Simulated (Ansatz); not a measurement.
hcp Os was calculated with PBE-D3(BJ) (plane waves, PAW; Ansatz, a program for electronic structure).

Numerical settings: plane-wave cutoff 520 eV, 24×24×14 k mesh (along the axes of the cell as run), Fermi–Dirac smearing 0.05 eV, no spin polarisation, scalar-relativistic PAW data made under PBE.

Response to compression and expansion:

Shape and atoms are relaxed at each volume.

| V (Å³/atom) | P (GPa) | c (Å) | a (Å) |
|---|---|---|---|
| 13.453 | 18.83 | 4.269 | 2.698 |
| 13.733 | 8.87 | 4.295 | 2.717 |
| 14.013 | 0.00 | 4.322 | 2.737 |
| 14.294 | -7.90 | 4.347 | 2.756 |
| 14.574 | -14.94 | 4.372 | 2.774 |

Note: the bulk modulus comes from volumes at which shape and atoms were relaxed.
